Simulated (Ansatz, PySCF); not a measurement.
This PySCF input computes a CCSD(T)/cc-pVDZ energy:

```python
from pyscf import gto, scf, mp, cc as ccmod

mol = gto.M(
    atom='''
    O     0.01545466    0.72381182   -0.07020381
    O    -0.01124373   -0.72607760   -0.04190313
    H     0.80569804    0.89668240    0.46138431
    H    -0.83938551   -0.87855617    0.43547118
    ''',
    basis='cc-pvdz',
    charge=0,
    spin=0,
    verbose=4,
)

mf = scf.RHF(mol)
mf.conv_tol = 1e-10
mf.max_cycle = 100
mf.kernel()
mp2 = mp.MP2(mf, frozen=2).run()
cc = ccmod.CCSD(mf, frozen=2)
cc.max_cycle = 100
cc.kernel()
et = cc.ccsd_t()
print(f'E(CCSD(T)) = {cc.e_tot + et:.9f}')
```

Problem. Write an input for the same energy in Ansatz (a first-principles code) and say what it gives.

Solution. 
Ansatz 0.2 input:
```yaml
crystal:
  periodic: [false, false, false]
  atoms:
    - {symbol: O, position_ang: [0.01545466, 0.72381182, -0.07020381]}
    - {symbol: O, position_ang: [-0.01124373, -0.72607760, -0.04190313]}
    - {symbol: H, position_ang: [0.80569804, 0.89668240, 0.46138431]}
    - {symbol: H, position_ang: [-0.83938551, -0.87855617, 0.43547118]}
basis:
  gaussian:
    orbitals: cc-pVDZ
magnetization: {spin_polarized: false}
correlation: {method: ccsd_t, electrons: outside_noble_gas}
```
It gives -151.19377 Eh, and PySCF -151.19377 Eh, a difference of 0.00 mEh.
